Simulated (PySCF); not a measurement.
# Oxygen: a sound run and one with changed settings

Sound run: O [He] 2s2 2p4, O⁺ [He] 2s2 2p3. All numbers are calculated (PySCF 2.14, the spin-free X2C one-electron Hamiltonian (Gaussian nucleus), in cc-pVDZ-DK (3s2p1d, 14 functions)). In the sound run the correlated levels freeze 1s2. The sound run starts from symmetry-adapted Hartree-Fock orbitals and uses a fine grid where one is needed.

A second run was set up differently.

```tsv
species	method	sound run (hartree)	changed run (hartree)	converged
O	MP2	-74.94619	-74.89345	yes
O	CCSD(T)	-74.96201	-74.90091	yes
O⁺	MP2	-74.47476	-74.42137	yes
O⁺	CCSD(T)	-74.49020	-74.42475	yes
```

Ionisation energy of O:

```tsv
method	sound run (eV)	changed run (eV)
UHF	11.954	11.954
MP2	12.828	12.846
SCS-MP2	12.849	12.972
CCSD	12.833	12.953
CCSD(T)	12.839	12.957
```

Question: What was changed?
A. too few SCF iterations
B. level shift left on
C. minimal basis
D. a valence shell is frozen

Answer: D. Freezing a valence shell removes pair correlation that changes on ionisation.
